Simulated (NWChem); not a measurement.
Molecule: hydrazine (N$_{2}$H$_{4}$); SMILES NN

Computed with NWChem. Medium grid unless said otherwise, to which SCAN and Minnesota functionals are sensitive. Structure relaxed at the PBE0/def2-SVP level.

Task: What does the run give for M06-2X/def2-TZVPD? Quantities: highest occupied level (eV); orbital gap (eV); dipole (D).

Result: The highest occupied level (eV) is -8.75. The orbital gap (eV) comes out as 9.33 and the dipole (D) is 1.90.
